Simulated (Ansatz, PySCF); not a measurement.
This Ansatz (a program for electronic structure) input computes a SVWN5/def2-TZVPD energy:

Ansatz 0.2 input:
```yaml
crystal:
  periodic: [false, false, false]
  atoms:
    - {symbol: C, position_ang: [-0.11732593, -0.15223322, 1.26606261]}
    - {symbol: N, position_ang: [0.09657573, 0.48373527, 0.05773286]}
    - {symbol: C, position_ang: [0.01340334, -0.28201973, -1.16935247]}
    - {symbol: H, position_ang: [0.04882662, 0.42807190, 2.16176395]}
    - {symbol: H, position_ang: [-0.86487752, -0.93328472, 1.27785534]}
    - {symbol: H, position_ang: [0.83640544, 1.16927281, 0.06627815]}
    - {symbol: H, position_ang: [0.78928037, -1.05561135, -1.24473288]}
    - {symbol: H, position_ang: [0.09720524, 0.38619936, -2.02630962]}
    - {symbol: H, position_ang: [-0.95933461, -0.77527729, -1.21924583]}
basis:
  gaussian:
    orbitals: def2-TZVPD
hamiltonian:
  xc: {name: SVWN5}
magnetization: {spin_polarized: true, initial_magnetization: 1}
output: {forces: true}
```

**Question.** Write an input for the same energy in PySCF and say what it gives.

**Answer.** 
```python
from pyscf import gto, scf, dft

mol = gto.M(
    atom='''
    C    -0.11732593   -0.15223322    1.26606261
    N     0.09657573    0.48373527    0.05773286
    C     0.01340334   -0.28201973   -1.16935247
    H     0.04882662    0.42807190    2.16176395
    H    -0.86487752   -0.93328472    1.27785534
    H     0.83640544    1.16927281    0.06627815
    H     0.78928037   -1.05561135   -1.24473288
    H     0.09720524    0.38619936   -2.02630962
    H    -0.95933461   -0.77527729   -1.21924583
    ''',
    basis='def2-tzvpd',
    charge=0,
    spin=1,
    verbose=4,
)

mf = dft.UKS(mol, xc='svwn').density_fit(auxbasis='def2-universal-jkfit')
mf.grids.level = 3
mf.conv_tol = 1e-9
mf.max_cycle = 100
mf.max_memory = 1500
mf.kernel()
if not mf.converged:
    mf = mf.newton()
    mf.kernel(mf.make_rdm1())
for _ in range(2):
    mo, _, stable, _ = mf.stability(return_status=True)
    if stable:
        break
    mf.kernel(mf.make_rdm1(mo, mf.mo_occ))
mf.analyze()
```
It gives -133.34793 Eh, and Ansatz -133.34784 Eh, a difference of 0.09 mEh, from the treatment of integrals and grids.

It need not be the lowest isomer of its formula.
